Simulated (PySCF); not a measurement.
**MgSi: energy against distance**

Set-up: basis Mg aug-pcseg-1, Si aug-pcseg-1; no relativity; PySCF 2.14. Energies in eV from Mg + Si in their ground configurations at the same level. All curves are PBE0. state 1: ³Σ⁻ (triplet), unpaired electrons π ↑↑; state 2: Ms = 0 determinant of mixed spin (⟨S²⟩ near 1.0), unpaired electrons π ↑↓, a mixture of terms (⟨Lz²⟩ = 2.0), a second solution, started from another occupation; state 3: ³Π (triplet), unpaired electrons σ ↑, π ↑, a second solution, started from another occupation; state 4: Ms = 0 determinant of mixed spin (⟨S²⟩ near 1.0), unpaired electrons σ ↑, π ↓, a second solution, started from another occupation.

```tsv
R (Å)	state 1	state 2	state 3	state 4
2.233	-0.633	-0.3414	0.5920	0.6677
2.336	-0.870	-0.5758	0.1859	0.2614
2.440	-0.998	-0.7004	-0.0846	-0.0073
2.518	-1.042	-0.7417	-0.2208	-0.1406
2.596	-1.053	-0.7506	-0.3130	-0.2287
2.674	-1.040	-0.7354	-0.3711	-0.2812
2.778	-0.996	-0.6894	-0.4087	-0.3093
2.908	-0.914	-0.6068	-0.4118	-0.2973
3.063	-0.798	-0.4915	-0.3777	-0.2413
3.271	-0.639	-0.3363	-0.3061	-0.1369
```

Task: Put a parabola through the three lowest points of the state 1 curve and estimate Re, k and ωe (reduced mass 12.91 u; 1 eV/Å² = 0.16022 mdyn/Å; ωe = 1302.8·√(k/μ) cm⁻¹).

Result: Through R = 2.518, 2.596, 2.674 Å the second-order coefficient is 1.97 eV/Å², so Re ≈ 2.593 Å, k ≈ 0.632 mdyn/Å and ωe ≈ 288 cm⁻¹. A polynomial fit of higher order to the unrounded PBE0 energies gives Re = 2.589 Å, k = 0.658 mdyn/Å, ωe = 294 cm⁻¹; anharmonicity and rounding make the difference.

The higher-order fit for each curve: state 1: Re = 2.589 Å, ωe = 294 cm⁻¹, De = 1.05 eV; state 2: Re = 2.582 Å, ωe = 296 cm⁻¹, minimum 0.75 eV below the ground-state fragments; state 3: Re = 2.850 Å, ωe = 216 cm⁻¹, minimum 0.415 eV below the ground-state fragments; state 4: Re = 2.805 Å, ωe = 246 cm⁻¹, minimum 0.310 eV below the ground-state fragments.

The state is the lowest determinant that a PBE0 search found; another state may lie lower at other levels.
